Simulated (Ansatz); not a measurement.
Results of PBE (PAW; Ansatz, a first-principles code) for rutile MnF₂.

Numerical settings: plane-wave cutoff 520 eV, 8×8×10 k mesh (along the axes of the cell as run), perturbation theory, spin-polarised with opposed moments, scalar-relativistic PAW data made under PBE.

Computed at the level's own relaxed cell.

Q: Give the computed electronic dielectric constant ε∞ (mean over three axes) and dielectric constant ε0 (ions relaxed) (mean over three axes).

A: 
* **electronic dielectric constant ε∞ (mean over three axes)**: 2.85
* **dielectric constant ε0 (ions relaxed) (mean over three axes)**: 9.46

Measured, for comparison: static dielectric constant 8.15 (temperature not stated, not corrected to a static lattice, polycrystalline average of the tensor's eigenvalues; as tabulated in Petousis et al. (2017), doi:10.1038/sdata.2016.134). Computed (rounded) less measured: static dielectric constant +16 %.

Cost on a shared machine: about 40 core-minutes (a rough figure).
